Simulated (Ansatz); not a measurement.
Dissociation curves of HS− (hydrosulfide)

HS− has 2 atoms, charge -1, and is taken as a singlet. As SMILES, `[SH-]`. The coordinates come from a PBE0-D4/def2-TZVPD relaxation.

```xyz
2

S     0.5747   -0.1879    0.2955
H    -0.5747    0.1879   -0.2955
```

The S1–H2 distance is scanned; the parts on either side stay rigid. Basis 3-21G, 5 core orbitals frozen in the correlated methods; program Ansatz 0.2.0. FCI is exact within this basis and core. Energies in eV from each method's value at 1.346 Å; methods without a U are spin-restricted. The set has no diffuse functions, which an anion needs. The shape above is that at 1.346 Å.

```
distance (Å)  SVWN5  revPBE  PBE0  BCCD(T)  CCSDT   FCI
       1.346   0.00    0.00  0.00     0.00   0.00  0.00
       1.682   0.47    0.45  0.55     0.41   0.40  0.40
       2.019   1.52    1.46  1.66     1.29   1.29  1.29
       2.692   3.25    3.07  3.50     2.54   2.54  2.54
       3.365   4.15    3.85  4.50     2.93   2.97  2.96
```

Departure from the FCI curve at its largest: SVWN5 +1.19 eV at 3.37 Å; revPBE +0.90 eV at 3.37 Å; PBE0 +1.54 eV at 3.37 Å; BCCD(T) -0.03 eV at 3.37 Å; CCSDT +0.01 eV at 3.37 Å. Restricted functionals keep the electrons paired too, and rise too high.
